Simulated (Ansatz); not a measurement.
The same path of C3H6N2O (12 atoms, charge 0, multiplicity 1) was run twice with different band settings. The coordinate that changes most is the dihedral H8–C1–N2–C3.

The calculation used RKS BLYP/STO-3G (Ansatz).

Relaxed end points:

```xyz
12
Properties=species:S:1:pos:R:3
C -0.486 -1.074 1.051
N 0.536 -0.068 0.472
C 0.996 -0.366 -1.014
N 0.449 1.048 -1.482
C -0.060 1.129 -0.202
O -0.815 2.119 0.462
H 0.067 -1.992 1.345
H -1.298 -1.348 0.335
H -0.936 -0.615 1.958
H 2.104 -0.485 -1.106
H 0.458 -1.225 -1.485
H -0.936 2.823 -0.299
```

```xyz
12
Properties=species:S:1:pos:R:3
C -0.470 -1.184 0.934
N 0.599 -0.272 0.289
C 0.624 -0.288 -1.295
N 0.330 1.271 -1.329
C 0.163 1.138 0.034
O -0.166 2.062 1.047
H -0.589 -0.869 1.993
H -0.091 -2.229 0.906
H -1.462 -1.140 0.423
H 1.622 -0.578 -1.707
H -0.193 -0.901 -1.749
H -0.290 2.936 0.488
```

Common settings: movable images 5; climbing image yes; spring 5.0 eV/Å²; start path IDPP; force threshold 0.03 eV/Å; end points relaxed.

| run | optimiser | iteration limit | largest step |
| --- | --- | --- | --- |
| 1 | quadratic models (default) | 45 | default |
| 2 | fire | 52 | 0.02 Å |

Question: What does each run give, and how far can it be trusted?

Answer: Run 1: converged after 5 iterations, highest image 0.100 eV above the first end. A vibrational analysis at the climbing image gives one clearly imaginary mode, 197i cm⁻¹: a first-order saddle point.
Run 2: converged after 38 iterations, highest image 0.101 eV above the first end. Another band between the same ends (5 images) ends at a top of the same energy, where a vibrational analysis finds 1 clearly imaginary mode.
Limits of this set-up: minimal basis.
